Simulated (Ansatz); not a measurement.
Species: AlF$_{2}$, net charge 0, doublet state. It need not be the lowest isomer of its formula. SMILES: [F][Al][F]
Geometry: optimised at B3LYP-D3(BJ)/def2-TZVP (Ansatz, a program for electronic structure).

Property: atomisation energy (electronic, to ground-state atoms), in eV. Valence correlation only, unless marked. Open shells are spin-unrestricted. Spin-orbit coupling is left out. Non-relativistic. The coupled-cluster limit lacks core correlation, which all-electron functionals hold. CBS marks a two-point X^-3 extrapolation of the correlation energy; Hartree-Fock from the larger set. The bracket is a focal-point correction in the basis named.

```json
[
 {"level": "HF/cc-pV(T+d)Z", "program": "Ansatz", "atomisation energy (eV)": "8.72"},
 {"level": "r2SCAN-D4/def2-TZVPD", "program": "Ansatz + dftd4", "atomisation energy (eV)": "11.79"},
 {"level": "B3LYP/def2-TZVPD", "program": "Ansatz", "atomisation energy (eV)": "11.42"},
 {"level": "r2SCANh/def2-TZVPD", "program": "Ansatz", "atomisation energy (eV)": "11.60"},
 {"level": "CAM-B3LYP/def2-TZVPD", "program": "Ansatz", "atomisation energy (eV)": "11.64"},
 {"level": "MP2/cc-pV(T+d)Z", "program": "Ansatz", "atomisation energy (eV)": "12.14"},
 {"level": "RI-MP2/CBS(cc-pV(T+d)Z,cc-pV(Q+d)Z)", "program": "Ansatz", "atomisation energy (eV)": "12.63"},
 {"level": "CCSD/cc-pV(Q+d)Z", "program": "Ansatz", "atomisation energy (eV)": "11.41"},
 {"level": "RI-MP2/CBS(cc-pV(T+d)Z,cc-pV(Q+d)Z)+[CCSD(T)-MP2]/cc-pV(Q+d)Z", "program": "Ansatz", "atomisation energy (eV)": "11.79"},
 {"level": "CCSD(T)/CBS(cc-pV(T+d)Z,cc-pV(Q+d)Z)", "program": "Ansatz", "atomisation energy (eV)": "11.81"}
]
```
